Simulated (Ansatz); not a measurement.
Process, species as SMILES: OO (H2O2) → [O-]O + H+
B3LYP-D3(BJ)/def2-TZVP geometries, fixed; electronic energies without zero-point terms.

Effect of the final integration grid (spheres per factor e of radius in core and valence, angular degree) at PBE0/aug-cc-pVQZ with Ansatz (a program for electronic structure), against the last row, where the deprotonation energy is 385.87 kcal/mol. The default's grid is 13, 11, 36.

```
setting                     largest shift of a total energy (mEh)  shift of the deprotonation energy (kcal/mol)
--------------------------  -------------------------------------  --------------------------------------------
accuracy: medium (default)                                  0.000                                         0.000
final_grid: 4, 3, 11                                       -0.678                                         0.324
final_grid: 6, 5, 17                                       -0.016                                         0.007
final_grid: 8, 7, 23                                       -0.001                                         0.000
final_grid: 10, 9, 29                                      -0.001                                         0.001
final_grid: 18, 15, 47                                      0.000                                         0.000
final_grid: 26, 22, 59                                      0.000                                         0.000
```

Within 0.3 kcal/mol in the deprotonation energy: accuracy: medium (default); final_grid: 6, 5, 17; final_grid: 8, 7, 23; final_grid: 10, 9, 29; final_grid: 18, 15, 47. The largest shift is 0.678 mEh in a total energy and 0.324 kcal/mol in the difference.
